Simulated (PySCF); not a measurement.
# Solvent effects on NMR parameters

Numbering as in the mapped SMILES `[OH:1][BH:2][OH:3]`; H(Xn) means a hydrogen on atom n.

GIAO PBE0/pcSseg-1 in PySCF 2.14.0 with density-fitted response routines on one PBE0-D3(BJ)/def2-SVP conformer, non-relativistic, equivalent nuclei averaged. Solvents enter as an IEF-PCM continuum (benzene with ε = 2.3, tetrahydrofuran with ε = 7.4) around the gas-phase geometry. Shifts are referred to BF3·OEt2, TMS computed in the same medium.

In benzene, δ in ppm: B2 25.1, H(B2) 3.90, H(O1)/H(O3) 3.63. Dipole moment 3.31 D.

Q: How does each δ change in the more polar medium?

A: 
```json
{"atoms": "B2", "environment": "boron bonded to 2 O, H", "Δδ, tetrahydrofuran": "+0.1"}
{"atoms": "H(B2)", "environment": "hydrogen on a boron bonded to 2 O", "Δδ, tetrahydrofuran": "-0.09"}
{"atoms": "H(O1)/H(O3)", "environment": "hydrogen on an oxygen bonded to B", "Δδ, tetrahydrofuran": "+0.55"}
```

Changes are relative to benzene. The dipole moment becomes 3.56 D in tetrahydrofuran.

Q: Which nuclei move most (in ppm), and what does the model miss?

A: H(O1)/H(O3) (hydrogen on an oxygen bonded to B, +0.55 ppm) in tetrahydrofuran. A continuum only polarises the solute; specific hydrogen bonds, the anisotropy of aromatic solvents and changes of geometry or conformer are outside it.
